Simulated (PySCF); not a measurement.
# Two structures, one formula

The two ends of one reaction step of CH7ClSi, closed shell (PBE0-D4/def2-TZVP).

A:

```tsv
atom	x (Å)	y (Å)	z (Å)
Si1	-0.3693	-0.9657	-0.3964
Cl2	1.6203	-1.3711	-0.7653
H3	-1.1638	-1.8158	-1.3168
H4	-0.6445	-1.3619	1.0060
C5	-0.6995	0.8395	-0.6769
H6	1.9668	0.3012	1.8790
H7	1.7042	0.7351	2.4270
H8	-0.0934	1.4511	-0.0058
H9	-1.7539	1.0596	-0.4883
H10	-0.4678	1.1192	-1.7064
```

B:

```csv
atom,x (Å),y (Å),z (Å)
Si1,-0.4724,-0.5342,0.7978
Cl2,2.7448,-0.5113,-1.5668
H3,-0.9097,-1.8258,0.2077
H4,-1.1545,-0.3439,2.1044
C5,-0.7917,0.8926,-0.3621
H6,2.1869,-0.6025,-0.4124
H7,0.9920,-0.6499,1.0843
H8,-0.4601,1.8342,0.0805
H9,-1.8582,0.9770,-0.5818
H10,-0.2581,0.7518,-1.3044
```

Computed with PySCF 2.14 with density fitting (its default auxiliary sets; JK sets also for MP2 and CCSD(T)) (basis: def2-TZVPP); correlated methods freeze the cores. B3LYP uses VWN-RPA correlation.

(1) Which structure is lower at CCSD(T), and by how much? (Judge from chemistry; the value comes from the calculation.)

The T1 diagnostic stays at or below 0.009.

Answers

(1) Computed: A, by 71.2 kJ/mol (electronic energy, against the other). By their contacts, A is a complex of CH₅ClSi ([CH3][SiH2][Cl]) + H₂ and B is a complex of CH₆Si ([CH3][SiH3]) + HCl.

All methods give the same order:

| method | E(B) − E(A) (kJ/mol) |
| --- | --- |
| SPW92 | 64.6 |
| PBE-D4 | 73.1 |
| r2SCAN-D4 | 79.6 |
| PBE0-D4 | 74.0 |
| B3LYP-D4 | 73.8 |
| BHLYP-D4 | 75.2 |
| wB97M-V | 77.7 |
| HF | 73.2 |
| MP2 | 80.7 |
| CCSD | 69.5 |
| CCSD(T) | 71.2 |

Labels in which every atom is bracketed show which atoms are joined, not bond orders.

For scale, one of the runs: CCSD(T)/def2-TZVPP, 213 basis functions, launched by `OMP_NUM_THREADS=4 python run.py`. The run took 7.3 min on 4 CPU threads of an Arm Neoverse V1 (shared host), with 2.7 GiB of host memory at its peak.
